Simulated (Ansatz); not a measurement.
# How far each method lies from full CI for GeH, quartet

Geometry: a point of a stretch scan, not a stationary point.

```yaml
atoms:
  - { symbol: Ge, position_ang: [0.0000, 0.0000, 0.0000] }
  - { symbol: H, position_ang: [0.0000, 0.0000, 4.2980] }
```

Basis cc-pVTZ; Ansatz 0.2.0. Only valence electrons are correlated (noble-gas cores and the filled d shells of p-block atoms frozen), which leaves 5 electrons in 43 orbitals. R marks a restricted (for open shells ROHF) determinant, U an unrestricted one. Active spaces: valence = (5e, 5o) chosen from the atoms' valence shells. No spin–orbit coupling is included, and no scalar relativity.

Full CI is exact within this basis and frozen core; it isn't the basis-set limit. The frozen core follows each run's orbitals, which can shift R against U totals by a few meV for light atoms and by up to 0.1 eV past Ca.

For open shells CISD is restricted-active-space CI with the open shells as a complete middle space.

```
UHF ⟨S²⟩                          : 3.761
T1 diagnostic (RCCSD)             : 0.0183
largest doubles amplitude (RCCSD) : 0.079
```

```
   level  E − E(RHF) (eV)
    RMP2          -1.4627
   RCCSD          -1.8627
RCCSD(T)          -1.9160
```

(1) Estimate how far full CI in cc-pVTZ lies from RCCSD(T). The table doesn't fix it; the size of (T) and the diagnostics are the guide.

(1) Full CI in cc-pVTZ lies 15 meV below RCCSD(T), which is 28 % of the (T) step (-53 meV). The diagnostics give no warning, yet the rest is a sizeable part of (T).

The other levels:

| level | E − E(full CI) (meV) | share of correlation (%) | wall time |
| --- | --- | --- | --- |
| CISD | 65 | 96.62 | 1.2 s |
| BCCD(T) | 15 | 99.22 | 2.4 s |
| RCCSDT | 1 | 99.95 | – |
| RCCSDT(Q) | 0 | 100.01 | 8 s |
| CASSCF (valence space) | 1599 | 17.21 | – |
| NEVPT2 (valence space) | 379 | 80.36 | 1.4 s |
| MRCISD (valence space) | 67 | 96.50 | – |
| MRCISD+Q (valence space) | -5 | 100.28 | 1.6 s |
| MRCISD+Q(relaxed) (valence space) | -19 | 101.00 | 1.8 s |

The correlation energy at full CI, counted from RHF, is -1.931 eV. That run took 38 s on 1 thread of AMD EPYC 9R14, shared host over 1,326,860 determinants.

Run but not shown, since their state or frozen core can't be matched to the reference's or they repeat it: UHF, UMP2, UCCSD, UCCSD(T), UCCSDT, UCCSDT(Q).

Times hold each run's SCF and search for its determinant on a shared host, so for small cases they say little of a method's own cost; they ran on 1 thread of AMD EPYC 9R14.

Not variational, and here over 5 meV under the exact energy: MRCISD+Q (valence space), MRCISD+Q(relaxed) (valence space).

The full-CI state has the irrep A2 of C2v, in the program's axes (one component, if the state is degenerate).

Natural occupations of full CI about the gap: 1.921 1.000 0.986 0.986 0.040 0.012 0.012 0.008 0.008 0.007; effectively unpaired electrons, Σ n²(2−n)², 3.03.
